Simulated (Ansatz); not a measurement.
Isolated molecules relaxed with PBE0-D4/def2-TZVP in Ansatz; ΔE leaves out vibrations. CCSD(T)/CBS is the MP2 limit (def2-TZVPP, def2-QZVPP) plus CCSD(T) − MP2 in def2-TZVPP, frozen cores. One conformer a species, not always the lowest.

`N/C=C1/CO1` → `COC#CN`  (isomerisation)

| species | CCSD(T)/CBS(def2) energy (Eh) |
| --- | --- |
| `N/C=C1/CO1` | -246.94758 |
| `COC#CN` | -246.92561 |

**Question.** Work out ΔE.

**Answer.** ΔE = (-246.92561) − (-246.94758) = 0.02197 Eh = +57.7 kJ/mol.

**Question.** What do rigid-rotor, harmonic-oscillator terms from PBE0-D4/def2-TZVP frequencies (298.15 K, 1 bar) make of the CCSD(T)/CBS value? (Best estimate.)

**Answer.** Ansatz gave: ΔZPE = -3.0 kJ/mol, ΔH = +57.5 kJ/mol, ΔS = 20 J/(mol·K), ΔG = +51.5 kJ/mol.

Largest T1 diagnostic among the species: 0.013.

At CCSD(T), def2-SVP lies −7.7 kJ/mol from the extrapolated value and def2-TZVPP −1.0 kJ/mol. In def2-TZVPP, CCSD(T) changes the Hartree–Fock value by +28.2 kJ/mol (the triples alone add +4.0 kJ/mol) and MP2 by +26.4 kJ/mol.
